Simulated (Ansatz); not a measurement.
System: rutile PbO2. Method: RPBE (PAW; Ansatz, an electronic-structure program).

Numerical settings: plane-wave cutoff 520 eV, 12×12×16 k mesh (along the axes of the cell as run), Fermi–Dirac smearing 0.05 eV, scalar-relativistic PAW data made under PBE.

Energies at three volumes about the minimum:

| V (Å³/atom) | E − E_lowest (meV/atom) |
|---|---|
| 15.006 | 1.83 |
| 15.312 | 0.00 |
| 15.619 | 1.64 |

Problem. Fit a parabola by hand: where is the minimum, and what is the bulk modulus?

Solution. Slopes: (0.00 − 1.83)/(15.312 − 15.006) = -5.980 and (1.64 − 0.00)/(15.619 − 15.312) = 5.342 meV/Å³. Curvature E″ = 2 × (5.342 − (-5.980))/(15.619 − 15.006) = 36.940 meV/Å⁶. From the middle of the first interval, the slope vanishes at V0 = 15.1590 − (-5.980)/36.940 = 15.321 Å³/atom. B = V0 E″ = 15.321 × 36.940 meV/Å³ × 0.1602 GPa per meV/Å³ = 90.7 GPa. The full Birch–Murnaghan fit to all volumes gives V0 = 15.313 Å³/atom and B0 = 90.6 GPa.

Shape and atoms are relaxed at each volume.

Note: the cell is over a tenth larger than the published one: the level's own overestimate first of all, though another phase or state, or a fault of the published cell, is possible; the bulk modulus comes from volumes at which shape and atoms were relaxed.
